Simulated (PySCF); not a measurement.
nitrous oxide (N2O), SMILES N#[N+][O-]. Geometry optimised at PBE0-D3(BJ)/def2-TZVP.

PySCF with TDA-ωB97X/def2-TZVPD puts the lowest singlet excitations at 6.78, 7.14, 7.14, 8.86, 8.86, 10.46 eV.

Problem. What are the lowest excitation roots from ADC(2)/aug-cc-pVDZ run with PySCF? (Estimate from the structure and the level; the computed values follow.)

Solution. 7.30, 7.46, 7.46, 8.41, 8.41, 9.17 eV. S1 differs by 0.52 eV (second minus first; roots are paired by order, and the bases may differ).
